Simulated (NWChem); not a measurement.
System: chloromethane (CH$_{3}$Cl); SMILES CCl

The following NWChem deck was run.

```
start job
memory heap 200 mb stack 900 mb global 1100 mb
geometry units angstroms noautosym nocenter noautoz
  C      0.000000     0.000000    -1.110906
  Cl     0.000000     0.000000     0.664417
  H      0.732981     0.732981    -1.470125
  H      0.268290    -1.001270    -1.470125
  H     -1.001270     0.268290    -1.470125
end
basis spherical
  C library 6-31g*
  Cl library 6-31g*
  H library 6-31g*
end
dft
  xc pbe0
  iterations 150
end
cosmo
  dielec 20.7
end
task dft energy
```

All runs use the structure optimised with PBE0/def2-SVP.

Level: PBE0/6-31G* with COSMO at NWChem's default radii, gas-phase geometry; the question gives the dielectric constant.

Q: What results follow from this input? (PBE0/6-31G* (spherical d), COSMO on the gas-phase geometry.) Quantities: electrostatic solvation energy (kcal/mol); dipole in solution (D).

A: 
| Quantity | Result |
|---|---|
| electrostatic solvation energy (kcal/mol) | -2.8 |
| dipole in solution (D) | 2.53 |
